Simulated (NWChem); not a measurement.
# C3H6O2 (methyl acetate): levels of theory compared

Aim: a comparison of 3 runs (HF/STO-3G, HF/3-21G, B3LYP/6-31G*) of C3H6O2 (methyl acetate). 

The results are computed with NWChem 7.3.0.

2 further runs of the same task are left out: 2 set aside as unsound or not needed.

## Step 1: The molecule

C3H6O2: 11 atoms, total charge 0, spin state singlet. SMILES: `COC(C)=O`. The coordinates come from a PBE0-D4/def2-TZVP relaxation. This is one conformer, not always the lowest.

Bond lengths: C1–O2 1.423 Å, O2–C3 1.341 Å, C3–C4 1.498 Å, C3–O5 1.201 Å, C1–H6 1.091 Å, C1–H7 1.091 Å, C1–H8 1.088 Å, C4–H9 1.092 Å, C4–H10 1.087 Å, C4–H11 1.092 Å. Some angles: C1–O2–C3 115.2°, O2–C3–C4 111.1°, O2–C3–O5 123.3°, C4–C3–O5 125.6°, O2–C1–H6 110.7°, O2–C1–H7 110.7°, O2–C1–H8 105.9°, C3–C4–H9 109.9°, C3–C4–H10 109.5°, C3–C4–H11 109.9°.

## Step 2: Energy and forces at HF/STO-3G (run 1)

sp.nw reads:

```
start sp
title "C3H6O2"
memory stack 880 mb heap 220 mb global 1100 mb
charge 0
geometry units angstroms noautosym nocenter noautoz
  C     -1.440600     0.996700     0.557900
  O     -0.644700    -0.165700     0.353700
  C      0.525400     0.044800    -0.267200
  C      1.284800    -1.235300    -0.432100
  O      0.892500     1.128500    -0.632400
  H     -0.908700     1.724200     1.172600
  H     -1.693000     1.462600    -0.395700
  H     -2.340700     0.656000     1.064800
  H      1.477000    -1.681300     0.545500
  H      2.223600    -1.037600    -0.942800
  H      0.689800    -1.949800    -1.003900
end
basis spherical bse
  * library STO-3G
end
scf
  thresh 1e-08
  maxiter 80
end
task scf gradient
```

Started as:

```bash
$ nwchem sp.nw > sp.out
```

Standard output:

```text
[...]
  functions       =    31
[...]
  wavefunction    = RHF
[...]
         Total SCF energy =   -263.385999099541
      One-electron energy =   -723.517447113470
      Two-electron energy =    277.606299824306
 Nuclear repulsion energy =    182.525148189623
        Time for solution =      2.3s
[...]
                         RHF ENERGY GRADIENTS
    atom               coordinates                        gradient
                 x          y          z           x          y          z
   1 C      -2.722339   1.883490   1.054278   -0.005516  -0.002342   0.003217
   2 O      -1.218306  -0.313128   0.668396    0.043634   0.026200  -0.026233
   3 C       0.992862   0.084660  -0.504935   -0.018591  -0.006807   0.010473
   4 C       2.427920  -2.334379  -0.816551   -0.012561   0.033087   0.000604
   5 O       1.686580   2.132556  -1.195063   -0.012407  -0.037306   0.012477
   6 H      -1.717194   3.258266   2.215893    0.002162  -0.003697  -0.002379
   7 H      -3.199306   2.763913  -0.747765    0.003649  -0.003191   0.000581
   8 H      -4.423282   1.239660   2.012180    0.003746  -0.003158  -0.001358
   9 H       2.791125  -3.177196   1.030846   -0.001560  -0.002182   0.004355
  10 H       4.201995  -1.960780  -1.781634    0.001513   0.002495  -0.001172
  11 H       1.303533  -3.684588  -1.897096   -0.004069  -0.003099  -0.000564
[...]
```

It took 3.3 s on 1 thread of Intel Xeon Platinum 8488C (Sapphire Rapids), shared host; peak memory 0.1 GiB.

## Step 3: Energy and gradient at HF/3-21G (run 2)

run.py reads:

```python
from ase import Atoms
from ase.calculators.nwchem import NWChem

mol = Atoms(['C', 'O', 'C', 'C', 'O', 'H', 'H', 'H', 'H', 'H', 'H'], positions=[
    [-1.440600, 0.996700, 0.557900],
    [-0.644700, -0.165700, 0.353700],
    [0.525400, 0.044800, -0.267200],
    [1.284800, -1.235300, -0.432100],
    [0.892500, 1.128500, -0.632400],
    [-0.908700, 1.724200, 1.172600],
    [-1.693000, 1.462600, -0.395700],
    [-2.340700, 0.656000, 1.064800],
    [1.477000, -1.681300, 0.545500],
    [2.223600, -1.037600, -0.942800],
    [0.689800, -1.949800, -1.003900],
])

calc = NWChem(
    label='input',
    theory='scf',
    memory='2200 mb',
    basis='3-21G',
    basispar='spherical bse',
    scf={'nopen': '0', 'rhf': None, 'thresh': '1e-08', 'maxiter': '80'},
)
mol.calc = calc

forces = mol.get_forces()
print("Total energy (eV):", round(mol.get_potential_energy(), 6))
print("forces (eV/A):")
for s, f in zip(mol.symbols, forces):
    print(f"{s:2s} {f[0]:10.5f} {f[1]:10.5f} {f[2]:10.5f}")
print("dipole (e A):", mol.get_dipole_moment().round(4))
```

Started as:

```bash
$ export ASE_NWCHEM_COMMAND="nwchem PREFIX.nwi > PREFIX.nwo"
$ python run.py
```

Standard output:

```text
Total energy (eV): -7220.422011
forces (eV/A):
C    -1.12979    0.97306    0.40006
O     0.21037   -0.33620   -0.04782
C     0.84276   -0.64324   -0.31635
C     0.23716   -0.46280   -0.04211
O    -0.11210    0.33527   -0.00010
H    -0.23001   -0.23176   -0.23207
H     0.07235   -0.13123    0.37317
H     0.31697    0.16049   -0.18471
H    -0.06927    0.16013   -0.26061
H    -0.28133   -0.06027    0.15365
H     0.14280    0.23654    0.15699
dipole (e A): [-0.2015 -0.2608  0.1452]
```

The calculator wrote input.nwi:

```
title "input"

permanent_dir input

scratch_dir input

start input

geometry units angstrom nocenter noautosym noautoz
  C  -1.4406000000000001e+00 9.9670000000000003e-01 5.5789999999999995e-01
  O  -6.4470000000000005e-01 -1.6569999999999999e-01 3.5370000000000001e-01
  C  5.2539999999999998e-01 4.4800000000000000e-02 -2.6719999999999999e-01
  C  1.2847999999999999e+00 -1.2353000000000001e+00 -4.3209999999999998e-01
  O  8.9249999999999996e-01 1.1285000000000001e+00 -6.3239999999999996e-01
  H  -9.0869999999999995e-01 1.7242000000000000e+00 1.1726000000000001e+00
  H  -1.6930000000000001e+00 1.4625999999999999e+00 -3.9570000000000000e-01
  H  -2.3407000000000000e+00 6.5600000000000003e-01 1.0648000000000000e+00
  H  1.4770000000000001e+00 -1.6813000000000000e+00 5.4549999999999998e-01
  H  2.2235999999999998e+00 -1.0376000000000001e+00 -9.4279999999999997e-01
  H  6.8979999999999997e-01 -1.9498000000000000e+00 -1.0039000000000000e+00
end

memory 2200 mb

basis spherical bse noprint
   * library 3-21G
end

scf
  nopen 0
  rhf
  thresh 1e-08
  maxiter 80
end

task scf gradient
```

input.nwo, cut to the lines that bear on the results:

```text
[...]
      One-electron energy =   -723.780328321646
[... 1 line left out ...]
 Nuclear repulsion energy =    182.525148189623
[... 38 lines left out ...]
                       ROHF Final Molecular Orbital Analysis
[... 228 lines left out ...]
     1   1 0 0     -0.380750      0.000000      6.893720
[...]
  wavefunction    =   RHF
                         RHF ENERGY GRADIENTS
    atom               coordinates                        gradient
                 x          y          z           x          y          z
   1 C      -2.722339   1.883490   1.054278    0.021971  -0.018923  -0.007780
   2 O      -1.218306  -0.313128   0.668396   -0.004091   0.006538   0.000930
   3 C       0.992862   0.084660  -0.504935   -0.016389   0.012509   0.006152
[... 7 lines of this table left out ...]
  11 H       1.303533  -3.684588  -1.897096   -0.002777  -0.004600  -0.003053
[...]
```

It took 4.5 s on 1 thread of Intel Xeon Platinum 8488C (Sapphire Rapids), shared host; peak memory 0.098 GiB.

## Step 4: Energy and forces at B3LYP/6-31G(d) (Cartesian functions) (run 3)

input.nw reads:

```
echo
start input
title "C3H6O2 B3LYP"
memory stack 880 mb heap 220 mb global 1100 mb

geometry units angstrom noautosym nocenter noautoz
   C     -1.440600     0.996700     0.557900
   O     -0.644700    -0.165700     0.353700
   C      0.525400     0.044800    -0.267200
   C      1.284800    -1.235300    -0.432100
   O      0.892500     1.128500    -0.632400
   H     -0.908700     1.724200     1.172600
   H     -1.693000     1.462600    -0.395700
   H     -2.340700     0.656000     1.064800
   H      1.477000    -1.681300     0.545500
   H      2.223600    -1.037600    -0.942800
   H      0.689800    -1.949800    -1.003900
end

basis "ao basis" cartesian
   * library 6-31G*
end

dft
   xc b3lyp
   grid xfine
   convergence energy 1e-08
   maxiter 100
   mulliken
end

task dft gradient
```

Started as:

```bash
$ nwchem input.nw > input.out
```

Standard output, cut to the lines that bear on the results:

```text
[...]
          Wavefunction type:  closed shell.
          No. of atoms     :    11
          No. of electrons :    40
[...]
          Charge           :     0
          Spin multiplicity:     1
[...]
          AO basis - number of functions:    87
[...]
              XC Information
              --------------
                         B3LYP Method XC Potential
                     Hartree-Fock (Exact) Exchange  0.200
                        Slater Exchange Functional  0.800 local
                    Becke 1988 Exchange Functional  0.720 non-local
              Lee-Yang-Parr Correlation Functional  0.810
                  VWN I RPA Correlation Functional  0.190 local
[...]
 d= 0,ls=0.0,diis     1   -268.2498641471 -4.51D+02  1.99D-02  1.30D+00     4.4
[...]
 d= 0,ls=0.0,diis    11   -268.3878753144 -7.80D-10  2.23D-07  1.07D-09    44.8
         Total DFT energy =     -268.387875314403
      One electron energy =     -726.628005591967
           Coulomb energy =      311.435401131535
    Exchange-Corr. energy =      -35.720419043594
 Nuclear repulsion energy =      182.525148189623
[...]
      Total Density - Mulliken Population Analysis
     ---------------------------------------------
[...]
  wavefunction    = closed shell
                         DFT ENERGY GRADIENTS
    atom               coordinates                        gradient
                 x          y          z           x          y          z
   1 C      -2.722339   1.883490   1.054278    0.003470  -0.004240  -0.000981
   2 O      -1.218306  -0.313128   0.668396    0.006197   0.007943  -0.004440
   3 C       0.992862   0.084660  -0.504935   -0.000712   0.008425  -0.001029
   4 C       2.427920  -2.334379  -0.816551   -0.001791   0.004361   0.000177
   5 O       1.686580   2.132556  -1.195063   -0.006658  -0.017985   0.006341
   6 H      -1.717194   3.258266   2.215893   -0.000607  -0.001557  -0.001109
   7 H      -3.199306   2.763913  -0.747765    0.000693  -0.001114   0.001479
   8 H      -4.423282   1.239660   2.012180    0.001747   0.000569  -0.000978
   9 H       2.791125  -3.177196   1.030846   -0.000904   0.001553  -0.001813
  10 H       4.201995  -1.960780  -1.781634   -0.002101  -0.000016   0.001069
  11 H       1.303533  -3.684588  -1.897096    0.000665   0.002061   0.001284
[...]
```

Wall time 53 s (1 thread of Intel Xeon Platinum 8488C (Sapphire Rapids), shared host); peak memory 0.16 GiB.

## Step 5: Overview of the runs

```csv
run,level,Cartesian functions,iteration cap,energy (Eh),dipole moment (D),HOMO energy (eV),LUMO energy (eV),wall time
1,HF/STO-3G,no,80,-263.385999,1.05,-9.17,8.67,3.3 s
2,HF/3-21G,no,80,-265.345617,1.73,-11.90,5.19,4.5 s
3,B3LYP/6-31G* (Cartesian functions),yes,100,-268.387875,1.77,-7.32,0.51,53 s
```

## Step 6: Summary of results

| quantity | value |
| --- | --- |
| run 3: total energy | -268.38788 Eh |
| run 3: dipole moment | 1.77 D |
| run 3: HOMO energy | -7.32 eV |
| run 3: LUMO energy | 0.51 eV |
| run 3: HOMO–LUMO gap | 7.84 eV |
| run 3: largest force on an atom | 1.039 eV/Å |

In words: The dipole moment (its size) runs from 1.05 D (HF/STO-3G) to 1.77 D (B3LYP/6-31G*). The two ends differ in method and basis. The HOMO–LUMO gap runs from 7.84 eV (B3LYP/6-31G*) to 17.84 eV (HF/STO-3G). In run 1 the basis is minimal, so the values are rough. All runs together took 60 s, the longest 53 s.
